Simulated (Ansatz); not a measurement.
A made-up structure of CH₅AlN (charge +1), closed shell:

```xyz
8
angstrom
C 0.1764 0.5730 -0.0373
N -1.0398 0.7437 -0.3759
Al 0.9647 -1.1478 0.4150
H -1.6646 -0.0613 -0.4206
H -1.4079 1.6671 -0.6044
H 0.7606 1.4572 -0.0145
H 2.4711 -0.9964 0.7807
H -0.1716 -2.2096 0.2763
```

It is relaxed with PBE-D4/def2-SVP and then PBE0-D4/def2-TZVP (Ansatz 0.2.0). Atoms count as bonded within 1.22 times the sum of their covalent radii (H–H: 0.88 Å). The end point is not checked to be a true minimum.

(1) Does its bonding change? (Judge from chemistry; the calculation decides.)

Results:

(1) Computed: No: no bond forms or breaks.

Where it ends: The first stage lowers the energy by 0.23 eV in 5 steps. It ends as CH₅AlN ([NH2][CH][AlH2]), total charge +1:
| atom | x (Å) | y (Å) | z (Å) |
| --- | --- | --- | --- |
| C1 | 0.1863 | 0.6567 | -0.0471 |
| N2 | -1.0451 | 0.7584 | -0.3793 |
| Al3 | 1.0048 | -1.1806 | 0.4299 |
| H4 | -1.6513 | -0.0585 | -0.4171 |
| H5 | -1.4864 | 1.6436 | -0.6211 |
| H6 | 0.7187 | 1.6101 | -0.0479 |
| H7 | 2.5152 | -1.1729 | 0.8182 |
| H8 | -0.1532 | -2.2310 | 0.2835 |

Labels in which every atom is bracketed show which atoms are joined, not bond orders.

For scale, one of the runs: PBE0-D4/def2-TZVP relaxation, 129 basis functions, launched by `ansatz run in.yaml --threads 2 --pin off --events-out ev --progress --plain --max-ram 4352MiB`. The run took about 15 s on 2 CPU threads of an Intel Xeon Platinum 8488C (shared host).
